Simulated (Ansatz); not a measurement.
# CH5O (charge +1), SMILES C[OH2+]: an active-space calculation

Program: Ansatz's Python interface.

Script `cas_ch5o.py`:
```python
"""Static correlation in CH5O(+): natural occupations of an active space."""

import ansatz as az
from rdkit import Chem
from rdkit.Chem import AllChem

# start geometry from RDKit
rd = Chem.AddHs(Chem.MolFromSmiles("C[OH2+]"))
AllChem.EmbedMolecule(rd, randomSeed=953)
AllChem.UFFOptimizeMolecule(rd)
system = az.Crystal.molecule()
for atom, xyz in zip(rd.GetAtoms(), rd.GetConformer().GetPositions()):
    system = system.atom(atom.GetSymbol(), xyz.round(5).tolist())

calc = (
    system.calculation()
    .basis(gaussian="def2-SVP")
    .charge(1)
    .correlation(active_electrons=4, active_orbitals=4)
)
for method in ["sc_nevpt2"]:
    summary = (calc if method is None else calc.correlation(method)).run(threads=1).report
    space = summary["configurations"]
    state = space["states"][0]
    print(method or "casscf", f"total {summary['free_energy_ev'] / 27.211386246:.6f} Ha, active-space state {state['energy']['hartree']:.6f} Ha, mean field {summary['reference_energy_ev'] / 27.211386246:.6f} Ha")
    print("  determinants", state["n_determinants"], " natural occupations", [round(n, 3) for n in space["natural_occupations"]])
print("effectively unpaired electrons, sum of min(n, 2 - n):", round(sum(min(n, 2 - n) for n in space["natural_occupations"]), 3))
```

Output of `python cas_ch5o.py`:
```text
sc_nevpt2 total -115.581816 Ha, active-space state -115.299016 Ha, mean field -115.248274 Ha
  determinants 36  natural occupations [1.981, 1.978, 0.021, 0.02]
effectively unpaired electrons, sum of min(n, 2 - n): 0.082
```

Reading the output:
- Total energies depend on the basis set; only differences at equal settings carry meaning.
- The geometry is a force-field or estimated start, not a minimum of this method, and the basis set is short of its limit. The active space starts as a window about the frontier orbitals and is then optimised, not chosen by chemistry.
- Wall time of the script: 1.4 s on 1 thread of Intel(R) Xeon(R) 6975P-C (Granite Rapids), with other jobs on the host, peak memory 0.21 GiB.
